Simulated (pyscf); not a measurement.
Elementary routes open to HO–BH–F + hydrogen fluoride (HF) in the gas phase (singlet surface):
A. HO–B(F)–F + hydrogen (H₂) (B–H, F–H broken; B–F, H–H formed)
B. F–BH–F + water (H₂O) (F–H, B–O broken; B–F, H–O formed)

Optimised with ωB97X-D3(BJ)/def2-SVP in PySCF.

Rank the routes by free-energy barrier at 1200 K, lowest first, for ωB97M-D3(BJ)/def2-TZVP energies (ideal gas, 1 atm, RRHO with modes under 100 cm⁻¹ raised to 100, one conformer, R ln 2 for chiral ones without a mode under 150 cm⁻¹).

B (2.33 eV), A (2.70 eV)

Route B is the fastest of these, ahead of the next by 0.38 eV. The most stable products are those of A (ΔG = -1.17 eV), whose barrier is 0.38 eV higher: the kinetic and the thermodynamic product differ. At 298 K B is still the fastest. A: On the reactant side the descent ends in a complex, 0.19 eV under the separated species and 1.26 eV under the saddle at ωB97X-D3(BJ)/def2-TZVP. B: On the reactant side the descent ends in a complex, 0.20 eV under the separated species and 0.78 eV under the saddle at ωB97X-D3(BJ)/def2-TZVP. On the product side the descent ends in an adduct with a B–O contact, 0.35 eV under the separated species and 1.04 eV under the saddle at ωB97X-D3(BJ)/def2-TZVP. Only these routes are compared; each barrier is that of the saddle found, and lower ones may exist.
